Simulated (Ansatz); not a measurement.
# HN2Si: the cost of one run

Program: Ansatz 0.2.0, Gaussian basis. Level of theory: def2-QZVPP, core rule «outside noble gas», up to 7 orbitals frozen. These are calculated values, not measurements.

To be run: UHF; ROHF; CCSD(T) on UHF.

2 further runs of the same task are left out: 2 set aside as unsound or not needed.

**1. The geometry**

The geometry is a PBE0/def2-TZVP stationary point (not a proven minimum) of the parent state, kept for this charge and spin.

4 atoms, charge 0, spin multiplicity 4.

Atoms are counted from 1 here; the program's logs count them from 0.

Bond lengths: Si1–N2 1.658 Å, Si1–N3 1.658 Å, Si1–H4 1.472 Å, N2–N3 1.546 Å. Angles: N2–Si1–N3 55.6°, N2–Si1–H4 152.2°, N3–Si1–H4 152.2°, Si1–N2–N3 62.2°, Si1–N3–N2 62.2°.

**2. UHF**

Input file in.yaml:

```yaml
crystal:
  periodic: [false, false, false]
  atoms:
    - {symbol: Si, position_ang: [0.000000, 0.000000, 0.693477]}
    - {symbol: N, position_ang: [0.000000, -0.773207, -0.773173]}
    - {symbol: N, position_ang: [0.000000, 0.773207, -0.773173]}
    - {symbol: H, position_ang: [0.000000, 0.000000, 2.165363]}
basis:
  gaussian: {orbitals: "def2-QZVPP.json"}
magnetization: {spin_polarized: true, initial_magnetization: 3}
hamiltonian: {xc: hf}
output: {orbitals: {seedname: orbitals}}
```

The run is started by

```bash
> ansatz run in.yaml --threads 1 --pin off --events-out ev --progress --plain --max-ram 2393MiB
```

**Question.** How long does this run take on 1 thread of Arm Neoverse V1, shared host, and how much memory does it need?

About 56 s, with a peak of 0.52 GiB.
